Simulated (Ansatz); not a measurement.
A calculation with Ansatz (development build ahead of 0.2.0).

```yaml
crystal:
  periodic: [false, false, false]
  atoms:
    - { symbol: H, position_ang: [0.0, 0.0, 0.675] }
    - { symbol: F, position_ang: [0.0, 0.0, -0.675] }
basis:
  gaussian: { orbitals: "6-31G" }
total_charge: 1
magnetization:
  initial_magnetization: 1
hamiltonian:
  xc: hf
correlation:
  method: ccsd_t
  frozen_orbitals: { F: 1, H: 0 }
```

The input is written out in the form of the current development build from the run's settings. Correlation on restricted open-shell orbitals is semicanonical, with singles.

Output:

```json
{"Converged": "yes", "Reference energy": "-99.43751 hartree", "CCSD correlation energy": "-0.10121 hartree", "Triples correction": "-0.00112 hartree", "Total energy": "-99.53984 hartree", "Spin squared of the determinant": "0.750"}
```
